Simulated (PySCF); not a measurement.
PySCF input (M06-2X/def2-TZVPD):

```python
from pyscf import gto, scf, dft

mol = gto.M(
    atom='''
    O    -1.04654174   -0.38868140   -0.00062933
    C    -0.01375265    0.43909737    0.00455308
    O     1.14788679    0.22368781   -0.00139048
    H    -0.72824441   -1.31463559   -0.01116004
    ''',
    basis='def2-tzvpd',
    charge=0,
    spin=1,
    verbose=4,
)

mf = dft.UKS(mol, xc='m062x').density_fit(auxbasis='def2-universal-jkfit')
mf.grids.level = 4
mf.conv_tol = 1e-9
mf.max_cycle = 100
mf.max_memory = 1500
mf.kernel()
if not mf.converged:
    mf = mf.newton()
    mf.kernel(mf.make_rdm1())
for _ in range(2):
    mo, _, stable, _ = mf.stability(return_status=True)
    if stable:
        break
    mf.kernel(mf.make_rdm1(mo, mf.mo_occ))
mf.analyze()
```

End of the output:

```
Extra cycle  E= -189.10368683286  delta_E= -3.61e-11  |g|= 1.43e-05  |ddm|= 1.47e-05
converged SCF energy = -189.10368683286  <S^2> = 0.7544791  2S+1 = 2.0044741
uhf_internal: lowest eigs of H = [0.28522359 0.29688791 0.36017903]
<class 'pyscf.df.df_jk.DFUKS'> wavefunction is stable in the internal stability analysis
**** SCF Summaries ****
Total Energy =                        -189.103686832859808
Nuclear Repulsion Energy =              63.300100061291850
One-electron Energy =                 -383.465462174432901
Two-electron Energy =                  131.061675280281236
Two-electron Coulomb Energy =          153.897388399609241
DFT Exchange-Correlation Energy =      -22.835713119328016
HOMO-LUMO gap [eV] =                     6.539245367007416
**** MO energy ****
                             alpha | beta                alpha | beta
MO #1   energy= -19.7180024095946  | -19.7151814378201  occ= 1 | 1
MO #2   energy= -19.6789231199422  | -19.6735826563396  occ= 1 | 1
MO #3   energy= -10.7014197160559  | -10.6920578049138  occ= 1 | 1
MO #4   energy= -1.28006680200246  | -1.26399266589036  occ= 1 | 1
MO #5   energy= -1.20117746161823  | -1.18439565334756  occ= 1 | 1
MO #6   energy= -0.758483331525802 | -0.731022183608065 occ= 1 | 1
MO #7   energy= -0.621400143964184 | -0.610958656560904 occ= 1 | 1
MO #8   energy= -0.593597610229516 | -0.559080018161567 occ= 1 | 1
MO #9   energy= -0.57024472679657  | -0.558405064088033 occ= 1 | 1
MO #10  energy= -0.480850838393952 | -0.44283933818377  occ= 1 | 1
MO #11  energy= -0.44428713423769  | -0.441277345054551 occ= 1 | 1
MO #12  energy= -0.314702755201061 | -0.074389918427471 occ= 1 | 0
MO #13  energy= 0.00586121119102145 | 0.020368913282141  occ= 0 | 0
MO #14  energy= 0.032043264737289  | 0.049108637566052  occ= 0 | 0
MO #15  energy= 0.0458364542952246 | 0.0519933348974496 occ= 0 | 0
MO #16  energy= 0.0521370589069968 | 0.0558391314388004 occ= 0 | 0
MO #17  energy= 0.0549325004424543 | 0.0614900785991166 occ= 0 | 0
MO #18  energy= 0.0939713687502515 | 0.0994926295164363 occ= 0 | 0
MO #19  energy= 0.0948571196255382 | 0.102006347737894  occ= 0 | 0
MO #20  energy= 0.098079564987693  | 0.104572573625331  occ= 0 | 0
MO #21  energy= 0.133446578378564  | 0.130447716996613  occ= 0 | 0
MO #22  energy= 0.155464120278438  | 0.1585767219402    occ= 0 | 0
MO #23  energy= 0.197045374054044  | 0.172968173585847  occ= 0 | 0
MO #24  energy= 0.202242797636966  | 0.191126217368008  occ= 0 | 0
MO #25  energy= 0.253069132009976  | 0.245811118949609  occ= 0 | 0
MO #26  energy= 0.277379772410755  | 0.25533605650377   occ= 0 | 0
MO #27  energy= 0.284240191668456  | 0.25705829086906   occ= 0 | 0
MO #28  energy= 0.29197845209533   | 0.289107005719645  occ= 0 | 0
MO #29  energy= 0.331836144528086  | 0.300329789430244  occ= 0 | 0
MO #30  energy= 0.339786679813971  | 0.316533922630906  occ= 0 | 0
MO #31  energy= 0.341155339320609  | 0.334961030570576  occ= 0 | 0
MO #32  energy= 0.353791396223939  | 0.342479282909669  occ= 0 | 0
MO #33  energy= 0.359012577819362  | 0.349181033437561  occ= 0 | 0
MO #34  energy= 0.377979542795081  | 0.377512765222932  occ= 0 | 0
MO #35  energy= 0.422460259824469  | 0.414300682041434  occ= 0 | 0
MO #36  energy= 0.43654092761283   | 0.418421833888856  occ= 0 | 0
MO #37  energy= 0.447773656252389  | 0.442930702650106  occ= 0 | 0
MO #38  energy= 0.472604955168222  | 0.477343455855261  occ= 0 | 0
MO #39  energy= 0.501205078038047  | 0.493218167881898  occ= 0 | 0
MO #40  energy= 0.504398670904433  | 0.497455205935248  occ= 0 | 0
MO #41  energy= 0.525948255378353  | 0.514717168295028  occ= 0 | 0
MO #42  energy= 0.562739590245287  | 0.553955965319969  occ= 0 | 0
MO #43  energy= 0.575008556501385  | 0.57048063364411   occ= 0 | 0
MO #44  energy= 0.581963695283695  | 0.579227331189141  occ= 0 | 0
MO #45  energy= 0.611730403144058  | 0.612780821552946  occ= 0 | 0
MO #46  energy= 0.684638820865082  | 0.680448667654982  occ= 0 | 0
MO #47  energy= 0.755582584283241  | 0.732285338035812  occ= 0 | 0
MO #48  energy= 0.769816167583724  | 0.777028554366694  occ= 0 | 0
MO #49  energy= 0.799709169774356  | 0.794149982942853  occ= 0 | 0
MO #50  energy= 0.836295345564228  | 0.83003464395863   occ= 0 | 0
MO #51  energy= 0.860619504955909  | 0.858499104121047  occ= 0 | 0
MO #52  energy= 0.876381402795185  | 0.875181931943088  occ= 0 | 0
MO #53  energy= 0.885065825566949  | 0.880485808799409  occ= 0 | 0
MO #54  energy= 0.965355876692797  | 0.957453381758715  occ= 0 | 0
MO #55  energy= 0.966991168633175  | 0.960950877633254  occ= 0 | 0
MO #56  energy= 0.999082386897587  | 0.990830329215463  occ= 0 | 0
MO #57  energy= 1.0984422664791    | 1.08227754058958   occ= 0 | 0
MO #58  energy= 1.13098101343984   | 1.12770138831492   occ= 0 | 0
MO #59  energy= 1.13725345150065   | 1.13989662965886   occ= 0 | 0
MO #60  energy= 1.31599644934795   | 1.31195362444264   occ= 0 | 0
MO #61  energy= 1.39917968577014   | 1.39654461384617   occ= 0 | 0
MO #62  energy= 1.58239716343691   | 1.58310157988845   occ= 0 | 0
MO #63  energy= 1.58566664214718   | 1.59880955200118   occ= 0 | 0
MO #64  energy= 1.61746351152659   | 1.63396098921731   occ= 0 | 0
MO #65  energy= 1.69328101480657   | 1.73416156452466   occ= 0 | 0
MO #66  energy= 1.73306560245739   | 1.7362903905601    occ= 0 | 0
MO #67  energy= 1.79040040804317   | 1.79172315394893   occ= 0 | 0
MO #68  energy= 1.86075175474172   | 1.85959324586084   occ= 0 | 0
MO #69  energy= 1.94940160582382   | 1.93869671069633   occ= 0 | 0
MO #70  energy= 1.95807908100626   | 1.96126611882828   occ= 0 | 0
MO #71  energy= 1.99456195978505   | 1.99587466014318   occ= 0 | 0
MO #72  energy= 2.08262318455439   | 2.08102189818744   occ= 0 | 0
MO #73  energy= 2.14571080799466   | 2.14723229833354   occ= 0 | 0
MO #74  energy= 2.1888961297452    | 2.1859540878635    occ= 0 | 0
MO #75  energy= 2.21896094186699   | 2.21969241965661   occ= 0 | 0
MO #76  energy= 2.37543810211621   | 2.38343282855702   occ= 0 | 0
MO #77  energy= 2.43330262987326   | 2.43110983341588   occ= 0 | 0
MO #78  energy= 2.56234427800241   | 2.55728180130487   occ= 0 | 0
MO #79  energy= 2.7100472507053    | 2.71088906064182   occ= 0 | 0
MO #80  energy= 2.71411384085471   | 2.72368723980077   occ= 0 | 0
MO #81  energy= 2.79557757619972   | 2.80713791574957   occ= 0 | 0
MO #82  energy= 2.84159095818055   | 2.84693457067211   occ= 0 | 0
MO #83  energy= 2.86160890919111   | 2.86800563091578   occ= 0 | 0
MO #84  energy= 2.9373160475815    | 2.94904729485989   occ= 0 | 0
MO #85  energy= 3.06404209849194   | 3.07572251195231   occ= 0 | 0
MO #86  energy= 3.0864496392211    | 3.13020424493321   occ= 0 | 0
MO #87  energy= 3.09773132708003   | 3.14141816374081   occ= 0 | 0
MO #88  energy= 3.18197141704323   | 3.2102595327262    occ= 0 | 0
MO #89  energy= 3.19039293705228   | 3.21602238098762   occ= 0 | 0
MO #90  energy= 3.26721117145949   | 3.27731755349101   occ= 0 | 0
MO #91  energy= 3.29206729978228   | 3.3149987631069    occ= 0 | 0
MO #92  energy= 3.43207083458547   | 3.44169728855365   occ= 0 | 0
MO #93  energy= 3.44381889811118   | 3.45368454256738   occ= 0 | 0
MO #94  energy= 3.60704058791155   | 3.61899562738096   occ= 0 | 0
MO #95  energy= 3.80984210759975   | 3.81577377439683   occ= 0 | 0
MO #96  energy= 4.00077406058117   | 4.0138048005269    occ= 0 | 0
MO #97  energy= 4.10873802627074   | 4.12356232229819   occ= 0 | 0
MO #98  energy= 4.39348024485562   | 4.40151785082019   occ= 0 | 0
MO #99  energy= 4.61803543693795   | 4.62264694205276   occ= 0 | 0
MO #100 energy= 5.12307728464715   | 5.12547923833968   occ= 0 | 0
MO #101 energy= 5.14767148076326   | 5.15002077706812   occ= 0 | 0
MO #102 energy= 5.20872266446479   | 5.20919268327623   occ= 0 | 0
MO #103 energy= 5.32675055609466   | 5.32757340017011   occ= 0 | 0
MO #104 energy= 5.39150064468313   | 5.39077685806063   occ= 0 | 0
[...]
```

It need not be the lowest isomer of its formula.
